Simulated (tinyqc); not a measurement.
Inside a calculation. Method: CCSD on RHF in the sto-6g basis, for HF, spin multiplicity 1. One step of it, computed by the program tinyqc.

Task: Integrals over molecular orbitals. (pq|rs) = sum C_ip C_jq C_kr C_ls (ij|kl), one index at a time.

coefficients C:
```
              MO1        MO2        MO3        MO4       MO5        MO6
1F 1s    0.997159  -0.241858   0.059654   0.000000  0.000000   0.061969
1F 2s    0.012316   0.976125  -0.332848   0.000000  0.000000  -0.398833
1F 2px   0.000000   0.000000   0.000000  -0.423028  0.906117   0.000000
1F 2py   0.000000   0.000000   0.000000   0.906117  0.423028   0.000000
1F 2pz   0.001420   0.048919   0.692404   0.000000  0.000000  -0.789840
2H 1s   -0.002492   0.118023   0.564637   0.000000  0.000000   0.964976
```

core Hamiltonian H = T + V (hartree), lower triangle:
```
             1F 1s       1F 2s     1F 2px     1F 2py     1F 2pz      2H 1s
1F 1s   -40.914701
1F 2s    -9.122969  -10.881893
1F 2px    0.000000    0.000000  -8.686522
1F 2py    0.000000    0.000000   0.000000  -8.686522
1F 2pz   -0.011481   -0.133728   0.000000   0.000000  -8.764025
2H 1s    -1.372949   -3.042405   0.000000   0.000000  -2.087075  -4.782210
```

Two-electron integrals (ij|kl) in chemists' order, unique and non-zero (hartree):
```
(11|11) 5.406240   (21|11) 0.768129   (21|21) 0.138909   (22|11) 1.266271
(22|21) 0.283987   (22|22) 0.926367   (31|31) 0.029452   (32|31) 0.044681
(32|32) 0.204753   (33|11) 1.266273   (33|21) 0.283987   (33|22) 0.926366
(33|33) 0.998085   (41|41) 0.029452   (42|41) 0.044681   (42|42) 0.204753
(43|43) 0.053789   (44|11) 1.266273   (44|21) 0.283987   (44|22) 0.926366
(44|33) 0.890506   (44|44) 0.998085   (51|51) 0.029452   (52|51) 0.044681
(52|52) 0.204753   (53|53) 0.053789   (54|54) 0.053789   (55|11) 1.266273
(55|21) 0.283987   (55|22) 0.926366   (55|33) 0.890506   (55|44) 0.890506
(55|55) 0.998085   (61|11) 0.122356   (61|21) 0.021215   (61|22) 0.042443
(61|33) 0.042371   (61|44) 0.042371   (61|51) 0.000923   (61|52) 0.001806
(61|55) 0.042587   (61|61) 0.003294   (62|11) 0.313539   (62|21) 0.071392
(62|22) 0.260288   (62|33) 0.256586   (62|44) 0.256586   (62|51) 0.005183
(62|52) 0.039287   (62|55) 0.267693   (62|61) 0.010910   (62|62) 0.091047
(63|31) 0.007877   (63|32) 0.045284   (63|53) 0.008180   (63|63) 0.013259
(64|41) 0.007877   (64|42) 0.045284   (64|54) 0.008180   (64|64) 0.013259
(65|11) 0.215205   (65|21) 0.049688   (65|22) 0.193651   (65|33) 0.185500
(65|44) 0.185500   (65|51) 0.011005   (65|52) 0.072748   (65|55) 0.209953
(65|61) 0.007918   (65|62) 0.083144   (65|65) 0.088577   (66|11) 0.478690
(66|21) 0.111047   (66|22) 0.465892   (66|33) 0.450499   (66|44) 0.450499
(66|51) 0.009968   (66|52) 0.105820   (66|55) 0.496678   (66|61) 0.017089
(66|62) 0.212436   (66|65) 0.224894   (66|66) 0.774999
```

Give: one-electron integrals over orbitals h = C^T H C; Two-electron integrals over orbitals.

Result:

one-electron integrals over orbitals h = C^T H C (hartree), lower triangle:
```
         1       2       3       4       5       6
1  -40.901
2    0.724  -9.201
3   -0.173   0.551  -7.235
4    0.000   0.000   0.000  -8.687
5    0.000   0.000   0.000   0.000  -8.687
6   -0.189   0.999   2.070   0.000   0.000  -6.082
```

Two-electron integrals over orbitals (pq|rs), unique and non-zero (hartree):
```
(11|11) 5.382       (21|11) -0.527      (21|21) 0.083       (22|11) 1.237
(22|21) -0.023      (22|22) 0.867       (31|11) 0.133       (31|21) -0.020
(31|22) 0.010       (31|31) 0.021       (32|11) -0.140      (32|21) 0.007
(32|22) -0.038      (32|31) 0.021       (32|32) 0.148       (33|11) 0.947
(33|21) -0.009      (33|22) 0.728       (33|31) -3.81e-03   (33|32) -0.030
(33|33) 0.721       (41|41) 0.030       (42|41) 0.040       (42|42) 0.186
(43|41) -0.009      (43|42) -0.035      (43|43) 0.041       (44|11) 1.266
(44|21) -0.014      (44|22) 0.890       (44|31) 3.40e-03    (44|32) -0.074
(44|33) 0.718       (44|44) 0.998       (51|51) 0.030       (52|51) 0.040
(52|52) 0.186       (53|51) -0.009      (53|52) -0.035      (53|53) 0.041
(54|54) 0.054       (55|11) 1.266       (55|21) -0.014      (55|22) 0.890
(55|31) 3.40e-03    (55|32) -0.074      (55|33) 0.718       (55|44) 0.891
(55|55) 0.998       (61|11) 0.142       (61|21) -0.024      (61|22) 2.31e-03
(61|31) -0.011      (61|32) -0.024      (61|33) 0.009       (61|44) 3.58e-03
(61|55) 3.58e-03    (61|61) 0.024       (62|11) -0.205      (62|21) 0.005
(62|22) -0.109      (62|31) -0.020      (62|32) -0.063      (62|33) -0.029
(62|44) -0.107      (62|55) -0.107      (62|61) 0.017       (62|62) 0.093
(63|11) -0.390      (63|21) 0.006       (63|22) -0.204      (63|31) 1.97e-03
(63|32) 0.090       (63|33) -0.109      (63|44) -0.222      (63|55) -0.222
(63|61) -0.005      (63|62) 0.048       (63|63) 0.205       (64|41) -0.009
(64|42) -0.035      (64|43) -0.019      (64|64) 0.030       (65|51) -0.009
(65|52) -0.035      (65|53) -0.019      (65|65) 0.030       (66|11) 0.865
(66|21) -0.009      (66|22) 0.660       (66|31) 0.013       (66|32) 0.059
(66|33) 0.664       (66|44) 0.638       (66|55) 0.638       (66|61) -0.009
(66|62) -0.062      (66|63) -0.018      (66|66) 0.700
```
